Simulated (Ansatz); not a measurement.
Two shapes of triplet CH₃BO.

Shape 1:

```xyz
6

B    -0.1431    0.5325    1.2725
C     0.0239   -0.0879   -0.2128
O     0.1448   -0.5001   -1.2280
H     0.4293    1.5975    1.1788
H    -1.3446    0.6092    1.4128
H     0.4060   -0.2824    1.9821
```

Shape 2:

```xyz
6

B     0.5830    0.8581    0.8424
C    -0.0797   -0.1173   -0.1152
O    -0.5735   -0.8441   -0.8287
H     1.7590    0.5319    0.8483
H     0.3774    1.9569    0.3528
H     0.0147    0.6774    1.9072
```

Basis set: def2-SVP (spherical functions). Correlated methods keep 3 orbitals frozen. Charge 0, multiplicity 3.

Computed with Ansatz (development build ahead of 0.2.0); each method stands on the lowest determinant of its kind that the runs found.

Problem. Which shape is lower in energy, and by how much in each method?

Solution.

```
 method  E(2) − E(1) (eV)
    UHF            -0.308
UHF-MP2            -0.458
```

Shape 2 is lower. Caution: another spin multiplicity may lie lower; the determinant breaks the point group.
